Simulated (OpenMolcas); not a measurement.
**HO2 (hydroperoxy) at ROCCSD(T)/def2-SV(P)**

What is the vertical ionisation energy of HO2 (hydroperoxy) at ROCCSD(T)/def2-SV(P)? 

The calculation is run with OpenMolcas 26.06.

**1. The molecule**

HO2 has 3 atoms, charge 0, and is taken as a doublet. As SMILES, `[O]O`. The shape is that of a PBE0-D4/def2-TZVP optimisation.

Bond lengths: O1–O2 1.309 Å, O2–H3 0.975 Å. Angles: O1–O2–H3 105.8°.

**2. The energy at ROCCSD(T)/def2-SV(P)**

Input file geom.xyz:

```xyz
3

O     -0.355150     0.941950    -0.088650
O     -0.244540    -0.359400    -0.172440
H      0.599690    -0.582550     0.261090
```

Input file job.input:

```
&GATEWAY
BasLib = $CurrDir
Coord = geom.xyz
Basis = def2-SVP
Group = NoSym
&SEWARD
&SCF
UHF
Spin = 2
PrOrbitals = 0
&RASSCF
FileOrb = $Project.UnaOrb
Spin = 2
Nactel = 1 0 0
Inactive = 8
Ras2 = 1
OutOrbitals = Canonical
OrbListing = Nothing
&MOTRA
JobIph
Frozen = 2
&CCSDT
CCT
Triples = 3
Iterations = 50
Extrapolation = 5 4
```

The basis set def2-SV(P) is read from a file made from the Basis Set Exchange's data (not shown).

Launch:

```sh
$ export MOLCAS_MEM=1860
$ pymolcas job.input > job.log
```

What it wrote (excerpt; [...] marks lines left out):

```text
--- Start Module: gateway ---
[...]
--- Stop Module: gateway /rc=_RC_ALL_IS_WELL_ ---
[...]
      Basis functions           30
[...]
       Convergence after  18 Iterations
[...]
::    Total SCF energy                               -150.0409866564
[...]
      Total spin, S                                     0.5044482923
[...]
      Number of active orbitals                  1
[...]
      Spin quantum number                      0.5
[...]
      Active orbitals                            1
[...]
      Number of CSFs                             1
[...]
      Number of root(s) required                 1
[...]
      Convergence after  8 iterations
[...]
      printout of CI-coefficients larger than  0.05 for root  1
      energy=    -150.035235
      conf/sym  1     Coeff  Weight
             1  u   1.00000 1.00000
      Natural orbitals and occupation numbers for root  1
      sym 1:   1.000000
      ************************************************************************************************************************
      *                                                    Final results                                                     *
[...]
::    RASSCF root number  1 Total energy:   -150.03523492
[...]
      Total electronic charge=   17.000000
      Total            charge=   -0.000000
[...]
      Dipole Moment (debye):
      Origin of the operator (angstrom)=   -0.2724    0.2646   -0.1186
                   X=  1.7519E+00               Y= -8.0942E-01               Z=  8.6135E-01           Total=  2.1133E+00
      Quadrupole Moment (debye*angstrom):
[...]
--- Start Module: motra ---
[...]
      *** WARNING: Default frozen orbitals is overwritten by user input.
      *** Default values:   2
[...]
--- Stop Module: motra /rc=_RC_ALL_IS_WELL_ ---
--- Start Module: ccsdt ---
[...]
      Convergence after                    17  Iterations
      Total energy (diff) :    -150.39579301      -0.00000001
[...]
 METHOD                       : CCSD+T(CCSD)+<T3(1)WT1>+<T3(1)UT2> = CCSD(T)
[...]
       CCSD     =      -150.3957930114395
[...]
--- Stop Module: ccsdt /rc=_RC_ALL_IS_WELL_ ---
[...]
```

Wall time 2.9 s (1 thread of Arm Neoverse V2, shared host); peak memory 0.37 GiB.

**3. The singlet cation at the same level**

geom.xyz is that of step 2.

Input file job.input:

```
* HO2 CCSD(T)
&gateway
baslib=$CurrDir
coord=geom.xyz
basis=def2-SVP
group=NoSym
&seward
&scf
charge=1
prorbitals=0
&rasscf
fileorb=$Project.ScfOrb
spin=1
nactel=0 0 0
inactive=8
ras2=0
outorbitals=Canonical
orblisting=Nothing
&motra
jobiph
frozen=2
&ccsdt
cct
triples=2
iterations=50
extrapolation=5 4
```

The basis set def2-SV(P) is read from a file made from the Basis Set Exchange's data (not shown).

Launch:

```sh
$ export MOLCAS_MEM=1860
$ pymolcas job.input > job.log
```

What it wrote (excerpt; [...] marks lines left out):

```text
--- Start Module: gateway ---
[...]
--- Stop Module: gateway /rc=_RC_ALL_IS_WELL_ ---
[...]
      Basis functions           30
[...]
       Convergence after  16 Iterations
[...]
::    Total SCF energy                               -149.5651141212
[...]
      Total spin, S                                     0.0000000000
[...]
      Number of active orbitals                  0
[...]
      Spin quantum number                      0.0
[...]
      Active orbitals                            0
[...]
      Number of CSFs                             1
[...]
      Number of root(s) required                 1
[...]
      Convergence after  4 iterations
[...]
      Natural orbitals and occupation numbers for root  1
      ************************************************************************************************************************
      *                                                    Final results                                                     *
      ************************************************************************************************************************
[...]
::    RASSCF root number  1 Total energy:   -149.56511412
[...]
      Total electronic charge=   16.000000
      Total            charge=    1.000000
[...]
      Dipole Moment (debye):
      Origin of the operator (angstrom)=   -0.2724    0.2646   -0.1186
                   X=  2.0415E+00               Y= -8.5985E-01               Z=  1.0130E+00           Total=  2.4359E+00
      Center of Charge (angstrom)
[...]
--- Start Module: motra ---
[...]
      *** WARNING: Default frozen orbitals is overwritten by user input.
      *** Default values:   2
[...]
--- Stop Module: motra /rc=_RC_ALL_IS_WELL_ ---
--- Start Module: ccsdt ---
[...]
      Convergence after                    19  Iterations
      Total energy (diff) :    -149.96516028      -0.00000004
[...]
 METHOD                       : CCSD+T(CCSD)+<T3(1)WT1> = CCSD(T)
[...]
       CCSD     =      -149.9651602763489
[...]
--- Stop Module: ccsdt /rc=_RC_ALL_IS_WELL_ ---
[...]
```

Wall time 2.5 s (1 thread of Arm Neoverse V2, shared host); peak memory 0.37 GiB.

**4. Outcome**

Level: ROCCSD(T)/def2-SV(P), 2 core orbitals frozen.

```
                                                   quantity          value
                                  doublet HO2: total energy  -150.40377 Eh
                                doublet HO2: (T) correction      -7.98 mEh
                               singlet cation: total energy  -149.98445 Eh
        singlet cation: HOMO energy (Hartree–Fock orbitals)      -26.16 eV
        singlet cation: LUMO energy (Hartree–Fock orbitals)      -10.94 eV
      singlet cation: HOMO–LUMO gap (Hartree–Fock orbitals)       15.22 eV
singlet cation: correlation energy (2 core orbitals frozen)     -419.3 mEh
                             singlet cation: (T) correction     -19.28 mEh
         vertical ionisation energy (to the singlet cation)      11.410 eV
```

The vertical ionisation energy comes to 11.41 eV (263 kcal/mol). Only the singlet of the ionised species was computed; a triplet could lie lower. The triples (singlet cation) make up 4.6 % of the correlation energy.
